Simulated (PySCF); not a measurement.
First SCF of a structure search on singlet [B3]+, at a hand-made equilateral triangle geometry. PySCF input:

```python
from pyscf import gto, scf, dft
mol = gto.M(atom='''
B      0.490730    -0.849980     0.000000
B     -0.981490    -0.000010     0.000000
B      0.490750     0.849990     0.000000''',
    basis={'B': 'def2-TZVP'},
    charge=1, spin=0)
mf = dft.RKS(mol, xc='PBE0')
mf.grids.atom_grid = (50, 194)
aux = {'B': 'def2-universal-JKFIT'}
mf = mf.density_fit(auxbasis=aux)
mf.conv_tol = 1e-08
mf.diis_space = 10
mf.max_cycle = 60
mf.init_guess = 'minao'
mf.verbose = 4
mf.kernel()
```

Excerpt of the output (cycles and frontier levels):

```
init E= -74.404070734884
  HOMO = -0.24378392021273  LUMO = -0.206591686503213  gap/eV = 1.01205
cycle= 1 E= -73.7920597921079  delta_E= 0.612  |g|= 0.193  |ddm|= 1.41
  HOMO = -0.551292779161621  LUMO = -0.466349129130069  gap/eV = 2.31143
cycle= 2 E= -73.807907705219  delta_E= -0.0158  |g|= 0.0714  |ddm|= 0.494
  HOMO = -0.517270015044291  LUMO = -0.433271944296777  gap/eV = 2.28570
cycle= 3 E= -73.8093397106542  delta_E= -0.00143  |g|= 0.0291  |ddm|= 0.103
  HOMO = -0.523165900132193  LUMO = -0.436605754152778  gap/eV = 2.35542
cycle= 4 E= -73.8096592357363  delta_E= -0.00032  |g|= 0.00428  |ddm|= 0.0395
  HOMO = -0.52196136739215  LUMO = -0.435661066791976  gap/eV = 2.34835
cycle= 5 E= -73.8096658095823  delta_E= -6.57e-06  |g|= 0.000462  |ddm|= 0.00663
  HOMO = -0.52196751034994  LUMO = -0.435680627807898  gap/eV = 2.34799
cycle= 6 E= -73.8096655448181  delta_E= 2.65e-07  |g|= 0.000983  |ddm|= 0.00136
  HOMO = -0.521967910334958  LUMO = -0.435682995041532  gap/eV = 2.34793
cycle= 7 E= -73.8096659500851  delta_E= -4.05e-07  |g|= 5.86e-05  |ddm|= 0.000776
  HOMO = -0.521961295561079  LUMO = -0.435678581633024  gap/eV = 2.34787
cycle= 8 E= -73.8096659518897  delta_E= -1.8e-09  |g|= 2.39e-06  |ddm|= 0.000143
  HOMO = -0.521960288101408  LUMO = -0.43567783641104  gap/eV = 2.34787
Extra cycle  E= -73.8096659518914  delta_E= -1.65e-12  |g|= 1.82e-06  |ddm|= 5.4e-06
converged SCF energy = -73.8096659518914
```

No lower solution of this spin was found from smeared starts or by a stability analysis within the restricted form, which does not test spin polarisation.

The search for the lowest solution, 3 starts and the stability check together, took 3.4 s on 2 threads of a shared Arm Neoverse V2 host, with 93 basis functions; the process peaked at 0.36 GiB. Launch command: `OMP_NUM_THREADS=2 python axn.py task.json out`.
